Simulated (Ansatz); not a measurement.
Run times for SiH2Cl2 (dichlorosilane (DCS))

The species is SiH2Cl2 (5 atoms), meant as a singlet with charge 0. As SMILES, `Cl[SiH2]Cl`. The shape is that of a PBE0-D4/def2-TZVP optimisation.

```xyz
5

Cl   -1.0361   -0.3934    1.6093
Si    0.1368   -0.0717   -0.0289
Cl   -0.7992    1.1968   -1.3240
H     0.3520   -1.3622   -0.7112
H     1.3965    0.5566    0.4134
```

Program: Ansatz 0.2.0. Hardware: 1 thread of Arm Neoverse V2, shared host, so times are rough. Ansatz fits the integrals of SCF and DFT runs by default. Its times include its search for lower SCF states.

Question: Estimate their order by wall time, quickest first.
A. energy at HF/STO-3G
B. energy at PBE0/6-311+G**
C. energy at HF/6-311+G**

Answer: A (0.2 s), C (2.4 s), B (8.4 s).
